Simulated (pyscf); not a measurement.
# Addition across a multiple bond or ene-type step: F–W(F)(=Se)=Se (SMILES [F][W]([F])(=[Se])=[Se]) + HF (SMILES F) -> F–W(F)(F)(=Se)–SeH (SMILES [F][W]([F])([F])(=[Se])[SeH])

Gas phase, singlet surface, charge 0. Bonds broken: F6–H7. Bonds formed: Se1–H7, W2–F6. Structures and frequencies: ωB97X-D3(BJ)/def2-SVP in PySCF.

Transition state (Å):

```xyz
7

Se    -2.4084    -0.1196     0.7304
W     -0.3718    -0.0647    -0.4414
Se     1.0602     1.2541     0.6106
F     -0.9365     0.9925    -1.8377
F      0.4257    -1.2927    -1.5870
F     -0.1595    -1.7437     0.7908
H     -1.2890    -1.3437     1.1022
```

One imaginary mode, 1169i cm⁻¹; descent along it reached the two sides named, in the forms told below.

```csv
bond,change,reactant side (Å),saddle,product side
F6–H7,breaks,0.935,1.238,2.558
Se1–H7,forms,2.7,1.700,1.466
W2–F6,forms,2.461,2.093,1.857
```

Electronic energies relative to the separated reactants (eV):

```tsv
level	barrier	reaction energy	reverse barrier
ωB97X-D3(BJ)/def2-TZVP	0.47	-0.76	1.23
PBE/def2-TZVP	0.35	-0.62	0.97
r²SCAN/def2-TZVP	0.31	-0.77	1.08
B3LYP-D3(BJ)/def2-TZVP	0.53	-0.63	1.16
PBE0-D3(BJ)/def2-TZVP	0.47	-0.61	1.08
M06-2X/def2-TZVP	0.61	-0.50	1.11
ωB97M-D3(BJ)/def2-TZVP	0.54	-0.67	1.21
HF/def2-TZVP	1.22	-0.48	1.70
```

With ωB97M-D3(BJ)/def2-TZVP energies and thermal terms (ideal gas, 1 atm, RRHO with modes under 100 cm⁻¹ raised to 100, one conformer, R ln 2 for chiral ones without a mode under 150 cm⁻¹), in eV:

```tsv
T (K)	ΔH‡	ΔG‡	ΔH	ΔG
298	0.42	0.86	-0.69	-0.27
600	0.42	1.32	-0.67	+0.15
900	0.44	1.76	-0.64	+0.56
1200	0.46	2.20	-0.59	+0.95
```

On the reactant side the descent ends in an adduct with a F–W contact, 0.07 eV under the separated species and 0.53 eV under the saddle at ωB97X-D3(BJ)/def2-TZVP. What is counted as formed (F–W) is already present as a longer contact in the reactant adduct; forming that adduct is a step of its own. One saddle was located; it need not be the lowest between these sides. Elements up to Kr have no core potential and no relativistic terms here. Elements past Kr carry the def2 core potentials, without spin-orbit coupling.
